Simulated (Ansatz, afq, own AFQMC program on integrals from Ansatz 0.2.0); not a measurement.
Integrals from Ansatz 0.2.0, then the random walk in our own AFQMC program (afq).

```yaml
crystal:
  periodic: [false, false, false]
  atoms:
    - {symbol: Li, position_ang: [0.000000, 0.000000, 0.000000]}
    - {symbol: Be, position_ang: [0.000000, 0.000000, 3.289000]}
basis:
  gaussian: {orbitals: aug-cc-pVDZ}
total_charge: -1
magnetization: {spin_polarized: false}
correlation: {method: ccsd_t, electrons: outside_noble_gas, hamiltonian_folder: ham}
```

```sh
$ ansatz run in.yaml --threads 1 --pin off --events-out ev --progress --plain --max-ram 1382MiB
```

Options of the walk:

```
--method phaseless --trial cisd --walkers 60 --populations 1 --least-time 40 --time-step 0.005 --steps-per-block 50 --equilibration-blocks 28 --max-blocks 300 --target-error 0.00024 --factor-cut 1e-05 --seed 4812 --release-times 0.24,0.51,0.99,1.62,2.4 --release-step 0.03 --release-every 4 --taylor-order 6
```

Times are imaginary, in 1/Eh. The walk had a cap of 558 s.

Output of the walk:

```
orbitals 44  electrons 2 2  factors 312 of 408
reference energy -21.99932663 Eh
CCSD correlation -0.07750849 Eh in 14 cycles, weight of the determinant in the CISD state 0.7845
energy of the start -22.076835 Eh
 block  time / (1/Eh)  mean weight  energy / Eh
     1     0.250  0.9998  -22.076548
     2     0.500  0.9997  -22.076421
     3     0.750  0.9997  -22.076558
     4     1.000  1.0006  -22.076720
     5     1.250  1.0000  -22.076708
     7     1.750  0.9997  -22.077066
     9     2.250  1.0001  -22.076921
    17     4.250  1.0003  -22.078226
    33     8.250  0.9995  -22.081183
    49    12.250  1.0005  -22.080037
    65    16.250  1.0003  -22.079985
    81    20.250  1.0000  -22.077615
    97    24.250  0.9998  -22.077850
   105    26.250  1.0006  -22.075052
   113    28.250  1.0000  -22.078228
   129    32.250  1.0017  -22.079611
   145    36.250  0.9999  -22.082193
   161    40.250  1.0009  -22.079065
   177    44.250  0.9994  -22.077120
   193    48.250  1.0002  -22.086276
   209    52.250  1.0006  -22.080430
   225    56.250  1.0001  -22.078019
   241    60.250  1.0003  -22.080041
   257    64.250  0.9994  -22.076292
   273    68.250  0.9994  -22.077068
   289    72.250  0.9997  -22.078249
   305    76.250  1.0009  -22.078954
   321    80.250  1.0000  -22.078075
blocks merged  error / Eh  count
     1  0.000144  300
     2  0.000188  150
     4  0.000236  75
     8  0.000311  37
    16  0.000381  18
    32  0.000345  9
released: time / (1/Eh)  energy / Eh  error  mean overlap
  0.24  -22.079874  0.000456  0.9917
  0.51  -22.079974  0.000446  0.9993
  0.99  -22.079902  0.000390  0.9985
  1.62  -22.080090  0.000323  1.0034
  2.40  -22.080084  0.000357  1.0129
energy -22.079664 +/- 0.000381 Eh
(rows thinned)
```

The run passed its tests (sampling time, drift between the halves within three errors, error under three times the target), which doesn't prove that it has relaxed.

Against this walk (error 10.4 meV) on the same determinant: CCSD(T) 13.8 meV lower (within the noise), CCSDT(Q) 48.8 meV lower, full CI 50.7 meV lower. The error is statistical and leaves out the bias of the constraint. Released to 2.40 1/Eh the energy moves by -11 ± 14 meV (both errors), within twice the noise. Full CI is exact here, so the walk's 51 meV above it is the walk's own error: the bias of the constraint with this trial. The determinant is a poor start (see the cautions), so the low cluster orders aren't to be relied on, and full CI is the sure value.

Cautions: constraint bias not in the error; error above the target (10.4 against 6.5 meV); restricted determinant unstable towards unrestricted (UHF 428 meV lower, ⟨S²⟩ 0.89); strong correlation (T1 0.062, weight of the determinant 0.78, largest double 0.17); the released energy hasn't reached full CI (39 meV above it at 2.40 1/Eh); the bias of populations of 60 walkers isn't removed.

The walk took 2.9 min on 1 thread of Arm Neoverse V1, on a shared host. The log's last line is the phaseless energy.

CCSDT and higher add their correlation energy to the determinant of the CCSD(T) run, since their own runs factorise the integrals more tightly (a shift of under 2 meV). A walk keeps the symmetry of its determinant, which the program's search chose and which needn't be the lowest solution, so a lower state of the same spin and another symmetry isn't excluded.
